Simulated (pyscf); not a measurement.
Elementary routes open to H₂S + GeH₄ in the gas phase (singlet surface):
A. HS–GeH₃ + H₂ (H–S, Ge–H broken; Ge–S, H–H formed)
B. H₂S + H₂ + GeH₂ [singlet] (H–S, Ge–H, Ge–H broken; H–S, H–H formed)

PySCF, gas phase, ωB97X-D3(BJ)/def2-SVP geometries.

Q: Rank the routes by free-energy barrier at 900 K, lowest first, for ωB97M-D3(BJ)/def2-TZVP energies (ideal gas, 1 atm, RRHO with modes under 100 cm⁻¹ raised to 100, one conformer, R ln 2 for chiral ones without a mode under 150 cm⁻¹).

A: A (3.40 eV), B (3.78 eV)

Route A is the fastest of these, ahead of the next by 0.38 eV. The most stable products are those of A (ΔG = -0.24 eV), so kinetics and thermodynamics agree. At 298 K A is still the fastest. B: On the product side the descent ends in a bound adduct (not fully relaxed), 0.40 eV under the separated species and 1.22 eV under the saddle at ωB97X-D3(BJ)/def2-TZVP. Only these routes are compared; each barrier is that of the saddle found, and lower ones may exist. Elements up to Kr have no core potential and no relativistic terms here.
